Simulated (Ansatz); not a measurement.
Ideal-gas functions of FH2Si (`F[SiH2]`) radical at 800 K and 1 bar, from an Ansatz frequency run at PBE0-D4/def2-TZVP.

Molar mass 49.1 g/mol, point group Cs (symmetry number 1), electronic degeneracy 2, moments of inertia 3.938, 32.458, 34.629 u Å². Harmonic wavenumbers (cm⁻¹, unscaled): 704, 790, 877, 922, 2177, 2218.

Use S(trans) = R[1.5 ln M + 2.5 ln T − 1.1517]; rotational temperatures θ = 24.2544 K / I; S(rot) = R[ln(√π/σ · √(T³/θAθBθC)) + 1.5]; for each mode x = 1.438777 ν̃/T, S = R[x/(eˣ − 1) − ln(1 − e⁻ˣ)] and H = RT x/(eˣ − 1); 1 cm⁻¹ = 0.0119627 kJ/mol; R = 8.31446 J/(mol·K).

Problem. By hand: the entropy, in J/(mol·K).

Solution. Translation 177.9. Rotation: θ = 6.1591, 0.7473, 0.7004 K, giving 95.7. Vibration, mode by mode: 6.89, 6.06, 5.34, 5.00, 0.83, 0.78, in all 24.9. Electronic 5.8. Sum 304.3 J/(mol·K).

Problem. By hand: H − E and G − E in kJ/mol, counted from the electronic energy.

Solution. Zero-point energy ½ × 7688 × 0.0119627 = 46.0; thermal vibration 12.7; translation, rotation and pV give 4 RT = 26.6. H − E = 85.3 kJ/mol, and G − E = 85.3 − 800 × 304.3/1000 = -158.1 kJ/mol.

Vibration gives 8 % of the entropy.
